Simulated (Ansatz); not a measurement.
Question: Name a neutral molecule of C, Cl, F and H with HOMO–LUMO gap (PBE/def2-TZVPP) between 6.80 and 7.10 eV and LUMO energy (ωB97M-V/def2-TZVPP) between 2.55 and 2.85 eV (Ansatz, PBE0-D4/def2-TZVP geometry).

Answer: `FCCl` (6.93 eV, 2.67 eV); `CC(F)Cl` (6.88 eV, 2.67 eV). Other molecules can fit too; these were computed, each in one conformer that needn't be the lowest.
